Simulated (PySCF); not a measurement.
Basis set benchmark on one molecule

Molecule: `CC(C)(C)S`, C$_{4}$H$_{10}$S.

Molfile (atoms numbered from 1):
```
C4H10S
     RDKit          3D

 15 14  0  0  0  0  0  0  0  0999 V2000
    0.7512    0.8281   -0.9097 C   0  0  0  0  0  0  0  0  0  0  0  0
    0.0895    0.0059    0.1912 C   0  0  0  0  0  0  0  0  0  0  0  0
   -0.3512   -1.3556   -0.3347 C   0  0  0  0  0  0  0  0  0  0  0  0
   -1.0994    0.7614    0.7814 C   0  0  0  0  0  0  0  0  0  0  0  0
    1.2643   -0.2155    1.6010 S   0  0  0  0  0  0  0  0  0  0  0  0
    0.0407    1.0017   -1.7359 H   0  0  0  0  0  0  0  0  0  0  0  0
    1.0851    1.8031   -0.5268 H   0  0  0  0  0  0  0  0  0  0  0  0
    1.6272    0.3065   -1.3253 H   0  0  0  0  0  0  0  0  0  0  0  0
   -0.8036   -1.9599    0.4648 H   0  0  0  0  0  0  0  0  0  0  0  0
   -1.0936   -1.2310   -1.1412 H   0  0  0  0  0  0  0  0  0  0  0  0
    0.5005   -1.9186   -0.7470 H   0  0  0  0  0  0  0  0  0  0  0  0
   -1.5739    0.1874    1.5918 H   0  0  0  0  0  0  0  0  0  0  0  0
   -0.7911    1.7382    1.1843 H   0  0  0  0  0  0  0  0  0  0  0  0
   -1.8544    0.9365   -0.0014 H   0  0  0  0  0  0  0  0  0  0  0  0
    2.2084   -0.8888    0.9074 H   0  0  0  0  0  0  0  0  0  0  0  0
  1  2  1  0
  2  3  1  0
  2  4  1  0
  2  5  1  0
  1  6  1  0
  1  7  1  0
  1  8  1  0
  3  9  1  0
  3 10  1  0
  3 11  1  0
  4 12  1  0
  4 13  1  0
  4 14  1  0
  5 15  1  0
M  END
```

Geometry PBE0-D3(BJ)/def2-SVP throughout; GIAO in PySCF 2.14, gas phase, one conformer, non-relativistic; equivalent atoms averaged; functional PBE0.

Reference values (measured; solution, not stated per compound (mostly CDCl3 or CCl4); Pretsch, Buehlmann, Badertscher, Structure Determination of Organic Compounds, 4th ed. (2009)): δ(C2) = 41.1 ppm, δ(C1/C3/C4) = 35.0 ppm, δ(H6/H7/H8/H9/H10/H11/H12/H13/H14) = 1.43 ppm. Computed shifts are taken against TMS, calculated as an isolated molecule at each level.

Task: How do the basis sets STO-3G, 6-31G, pcSseg-0, 6-31G*, def2-SVP, cc-pVDZ, pcSseg-1, 6-311+G(2d,p), aug-cc-pVDZ, def2-TZVP, IGLO-III, cc-pVTZ, pcSseg-2 perform against the reference? Times are CPU seconds on shared hosts with different chips, so compare them loosely.

Result: 
| basis set | functions | C2 | C1/C3/C4 | H6/H7/H8/H9/H10/H11/H12/H13/H14 | mean abs. error C | abs. error H | core-s |
| --- | --- | --- | --- | --- | --- | --- | --- |
| STO-3G | 39 | 41.3 | 27.3 | 0.85 | 3.9 | 0.58 | 4 |
| 6-31G | 69 | 42.9 | 35.2 | 1.65 | 1.0 | 0.22 | 7.7 |
| pcSseg-0 | 69 | 41.5 | 37.9 | 1.56 | 1.6 | 0.13 | 5.8 |
| 6-31G* | 94 | 40.8 | 33.6 | 1.41 | 0.9 | 0.02 | 11 |
| def2-SVP | 124 | 40.8 | 34.3 | 1.28 | 0.5 | 0.15 | 15 |
| cc-pVDZ | 124 | 46.0 | 35.3 | 1.33 | 2.6 | 0.10 | 13 |
| pcSseg-1 | 142 | 44.3 | 36.1 | 1.37 | 2.1 | 0.06 | 10 |
| 6-311+G(2d,p) | 203 | 45.7 | 34.9 | 1.34 | 2.4 | 0.09 | 30 |
| aug-cc-pVDZ | 209 | 46.6 | 34.1 | 1.43 | 3.2 | 0.00 | 31 |
| def2-TZVP | 221 | 46.1 | 35.8 | 1.34 | 2.9 | 0.09 | 35 |
| IGLO-III | 284 | 46.5 | 36.5 | 1.34 | 3.4 | 0.09 | 50 |
| cc-pVTZ | 294 | 45.9 | 35.6 | 1.33 | 2.7 | 0.10 | 52 |
| pcSseg-2 | 327 | 47.1 | 37.0 | 1.34 | 4.0 | 0.09 | 61 |

For 13C the closest is def2-SVP (0.5 ppm) and the furthest pcSseg-2 (4.0 ppm).

For 1H the closest is aug-cc-pVDZ (0.00 ppm, with 6-31G* practically level) and the furthest STO-3G (0.58 ppm). Where a smaller basis beats a larger one, errors probably cancel; the largest sets show where the functional converges. One molecule is a small sample, and vibrational and solvent effects are absent from the calculation.

A small basis that lands close on one nucleus may do so by chance; judge by the trend and by all nuclei.
